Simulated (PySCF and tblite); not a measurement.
The numbers below are computed, except where a source is named.
5 constitutional isomers of C₄H₄O₂:

```json
{"isomer": "A", "SMILES": "[O:1]=[C:2]1[CH2:3][CH:4]=[CH:5][O:6]1"}
{"isomer": "B", "SMILES": "[CH3:1][C:2]#[C:3][C:4](=[O:5])[OH:6]"}
{"isomer": "C", "SMILES": "[O:1]=[C:2]1[CH:3]=[CH:4][CH2:5][O:6]1"}
{"isomer": "D", "SMILES": "[OH:1][c:2]1[cH:3][cH:4][o:5][cH:6]1"}
{"isomer": "E", "SMILES": "[CH:1]1=[CH:2][O:3][CH:4]=[CH:5][O:6]1"}
```

Each isomer is a Boltzmann average at 298.15 K over at most 6 conformers: GFN2-xTB geometries, energies PBE0/pcSseg-1 (D3(BJ) added where defined), GIAO shieldings PBE0/pcSseg-1, GFN2-xTB thermal terms. Programs: PySCF with density fitting and tblite.

**Question.** What shifts does each isomer give (ppm)?

**Answer.** 
A: ¹H (against TMS): 6.91 (H5, 1H), 5.60 (H4, 1H), 3.11 (H3, 2H). ¹³C (against TMS): 179.8 (C2), 152.3 (C5), 112.3 (C4), 35.7 (C3).

B: ¹H (against TMS): 2.20 (H1, 3H). ¹³C (against TMS): 158.1 (C4), 94.9 (C2), 77.3 (C3), 4.7 (C1).

C: ¹H (against TMS): 7.54 (H4, 1H), 6.31 (H3, 1H), 5.02 (H5, 2H). ¹³C (against TMS): 176.1 (C2), 159.5 (C4), 132.0 (C3), 74.6 (C5).

D: ¹H (against TMS): 7.26 (H4, 1H), 7.25 (H6, 1H), 6.34 (H3, 1H). ¹³C (against TMS): 155.1 (C2), 146.2 (C4), 128.1 (C6), 109.4 (C3). H not on carbon is left out.

E: ¹H (against TMS): 5.41 (H1/H2/H4/H5, 4H). ¹³C (against TMS): 134.5 (C1/C2/C4/C5).

Shifts are unscaled: against experiment ¹³C can be off by 15 ppm or more and ¹H by 0.8 ppm. At least one structure keeps an imaginary mode at the tight-binding level. The search found a single conformer for at least one isomer; other rotamers may be missing.
